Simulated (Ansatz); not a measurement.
C3H4Cl2 can be A, `Cl/C=C/CCl`, or B, `C/C(Cl)=C\Cl`.

Gas-phase electronic energies from Ansatz, PBE0-D4/def2-TZVP geometries. CBS: MP2 limit from def2 TZ/QZ plus the TZ coupled-cluster correction, frozen cores. Double bonds are as drawn, so ΔE can hold a change between cis and trans. DFT in def2-TZVPP. B3LYP here is the variant with VWN-RPA as its local correlation; programs differ in this. One conformer a species, not always the lowest.

**Question.** Which is lower in electronic energy at CCSD(T)/CBS, and by how much? (An estimate is asked.)

**Answer.** The calculation gave: B, by 11.2 kJ/mol.

**Question.** Give E(B) − E(A) in kJ/mol with HF/def2-TZVPP, B2PLYP, B3LYP-D4, MP2/def2-TZVPP, r2SCAN-D4, CCSD(T)/def2-TZVPP, PBE0-D4. (An estimate is asked.)

**Answer.** Ansatz gave: HF/def2-TZVPP 0.4, B2PLYP -10.2, B3LYP-D4 -11.4, MP2/def2-TZVPP -14.8, r2SCAN-D4 -15.2, CCSD(T)/def2-TZVPP -10.6, PBE0-D4 -14.2. None reverses the order clearly.

Largest T1 diagnostic: 0.010.

In def2-TZVPP, CCSD(T) changes the Hartree–Fock value by −11.0 kJ/mol (the triples alone add −2.0 kJ/mol) and MP2 by −15.2 kJ/mol. The D4 term adds −3.2 kJ/mol with B3LYP and −1.6 kJ/mol with PBE0; it sums over pairs of atoms, weighted by their polarisabilities, and B3LYP, whose exchange is more repulsive, gets the larger term.
